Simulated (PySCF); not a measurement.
Removing an electron from 1,4,5,8-tetraazanaphthalene

1,4,5,8-tetraazanaphthalene, C6H4N4.
Z-matrix (Å and degrees, PBE0-D3(BJ)/def2-SVP geometry), rows numbered from 1:
```
C 
C   1  1.4239
N   2  1.3069  1  122.47
C   3  1.3524  2  116.45  1     0.03
N   4  1.3525  3  117.85  2   179.99
C   5  1.3067  4  116.46  3  -179.99
C   6  1.4238  5  122.45  4    -0.03
N   7  1.3068  6  122.45  5     0.04
C   8  1.3523  7  116.45  6    -0.03
N   1  1.3067  2  122.43  3    -0.04
H   1  1.0968  2  119.77  3   179.96
H   2  1.0968  1  119.73  3   179.98
H   6  1.0968  5  117.79  4   179.97
H   7  1.0968  6  119.74  5  -179.94
```

Level: CAM-B3LYP/def2-SVPD (PySCF). Frontier orbitals with their largest atomic shares (Löwdin; up to four atoms above 4 %):

| orbital | ε (eV) | main atoms |
| --- | --- | --- |
| HOMO−3 | -10.21 | N5 16 %, N10 16 %, N8 16 %, N3 16 % |
| HOMO−2 | -10.04 | N10 15 %, N8 15 %, N3 15 %, N5 15 % |
| HOMO−1 | -9.34 | C9 14 %, C4 14 %, C2 13 %, C7 13 % |
| HOMO | -8.68 | ? |
| LUMO | -1.92 | N10 12 %, N3 12 %, N8 12 %, N5 12 % |
| LUMO+1 | -0.37 | C4 13 %, C9 13 %, C1 12 %, C7 12 % |
| LUMO+2 | 0.29 | N8 14 %, N3 14 %, N5 14 %, N10 14 % |

Problem. What vertical ionisation energy does ΔSCF give, and how far is −ε(HOMO) from it?

Solution. ΔSCF: 9.44 eV (911 kJ/mol; threshold wavelength 131 nm); ⟨S²⟩ of the doublet left behind is 0.755, against 0.75 for a pure doublet. −ε(HOMO) is 8.68 eV, 0.76 eV below it. In exact Kohn–Sham theory the two would be equal; CAM-B3LYP (range-separated hybrid) falls short of its own ΔSCF value by 8 %. Holes in the HOMO−1 and HOMO−2 were tried too where these lie within 1.2 eV of the HOMO; the lowest converged state counts.

Problem. On which atoms does the HOMO lie?

Solution. N3 (pyridine-type nitrogen) 15 %, N5 (pyridine-type nitrogen) 15 %, N8 (pyridine-type nitrogen) 15 %, N10 (pyridine-type nitrogen) 15 %, so no atom holds as much as 40 %. The HOMO−1 lies 0.66 eV lower.

Problem. And the vertical electron affinity, the fundamental gap, Mulliken's electronegativity and the hardness (with the factor ½)?

Solution. EA = 1.23 eV by ΔSCF (−ε(LUMO) = 1.92 eV). IE − EA = 8.21 eV against an orbital gap of 6.76 eV; (IE + EA)/2 = 5.33 eV; (IE − EA)/2 = 4.10 eV. Parr's electrophilicity index (IE + EA)²/[8(IE − EA)] is 1.73 eV.

Problem. What total energies stand behind the ΔSCF value?

Solution. E(N) = -449.50351 Eh and E(N − 1) = -449.15658 Eh at the same geometry, 0.34693 Eh apart. With one more electron, E(N + 1) = -449.54866 Eh.

Problem. What kinetic energy would electrons from this vertical process carry with 118.2 nm light (10.49 eV)?

Solution. 10.49 − 9.44 = 1.05 eV.

Problem. With α = 95.9 au, estimate the like-pair dispersion coefficient by London's formula C6 = (3/4)α²I.

Solution. I = 0.3469 Eh, so C6 ≈ 2390 au, a rough estimate.

Problem. Shift the occupied levels rigidly so that −ε(HOMO) equals the ΔSCF value. What binding energies result?

Solution. The shift is +0.76 eV: HOMO 9.44, HOMO−1 10.10, HOMO−2 10.80, HOMO−3 10.97 eV. A rigid shift is only a rough guide to the deeper ionisations.

Geometry: PBE0-D3(BJ)/def2-SVP; no solvent, vibrations or thermal averaging.

The run behind these numbers computed excited states and ΔSCF ions as well. Hardware: an Arm Neoverse V1 with one thread, no GPU, on a shared host. Cost: 2.8 min.
